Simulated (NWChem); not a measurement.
Molecule: difluoromethane (CH$_{2}$F$_{2}$); SMILES FCF

```xyz
5

F      1.0958     0.0000    -0.2895
C      0.0000     0.0000     0.4887
F     -1.0958     0.0000    -0.2895
H      0.0000     0.9137     1.1093
H      0.0000    -0.9137     1.1093
```
Atoms are numbered in this order, from 1.

All runs: NWChem. Coordinates come from a PBE0/def2-SVP optimisation. GIAO values for the isolated, static molecule; σ is the absolute isotropic shielding, δ = σ(reference) − σ with the isolated reference molecule computed at the same levels (13C: tetramethylsilane, 19F: trichlorofluoromethane, 1H: tetramethylsilane).

Task: Estimate the computed values for PBE0/pcSseg-1. Quantities: δ F1 (ppm); δ C2 (ppm); δ H4 (ppm).

Result: 
- δ F1 (ppm): -151.4
- δ C2 (ppm): 111.3
- δ H4 (ppm): 5.68
